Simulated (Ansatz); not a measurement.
# Structure relaxation of SnP2

All numbers below come from DFT PBE, scalar-relativistic, plane waves, PAW in Ansatz 0.2.0. Cutoff 420 eV, Γ-centred k mesh, Gaussian smearing, no spin polarisation in the final step.

SnP2 was placed on the fluorite structure type (Fm-3m, No. 225), with Sn in place of Ca, P in place of F, at a guessed volume.

```
Sn P
1.0
     0.00000    3.08838    3.08838
     3.08838    0.00000    3.08838
     3.08838    3.08838    0.00000
Sn P
1 2
Direct
  0.00000 0.00000 0.00000
  0.25000 0.25000 0.25000
  0.75000 0.75000 0.75000
```

Cell and atoms relax at zero pressure; the relaxation can't lower the symmetry of the start. After a coarse first stage the cell is made exact in the group found at 0.06 Å.

Formation energies are uncorrected and refer to the elements' standard structures at the same level.

**Question.** What does it relax into?

**Answer.** It keeps Fm-3m (No. 225). The result has the fluorite structure. Conventional cell: a = 6.460 Å. Around Sn lie 8 P at 2.80 Å; around P lie 4 Sn at 2.80 Å and 6 P at 3.23 Å.

```cif
data_structure
_symmetry_space_group_name_H-M 'Fm-3m'
_symmetry_Int_Tables_number 225
_cell_length_a 6.4596
_cell_length_b 6.4596
_cell_length_c 6.4596
_cell_angle_alpha 90.000
_cell_angle_beta 90.000
_cell_angle_gamma 90.000
_cell_volume 269.54
loop_
_atom_site_label
_atom_site_type_symbol
_atom_site_symmetry_multiplicity
_atom_site_Wyckoff_symbol
_atom_site_fract_x
_atom_site_fract_y
_atom_site_fract_z
_atom_site_occupancy
Sn1 Sn 4 a 0.00000 0.00000 0.00000 1
P1 P 8 c 0.25000 0.75000 0.75000 1
```

**Question.** What are its volume, energy, density and gap?

**Answer.** The volume per atom is 22.46 Å³. The density is 4.45 g/cm³, the energy over the elements is 0.64 eV/atom and the gap on the 12×12×12 mesh is 0 eV (a metal).

The final run used a 12×12×12 mesh on its 3-atom cell and 0.10 eV smearing. For metals, differences of a few meV/atom aren't resolved. A structure relaxed within its symmetry needn't be a true minimum.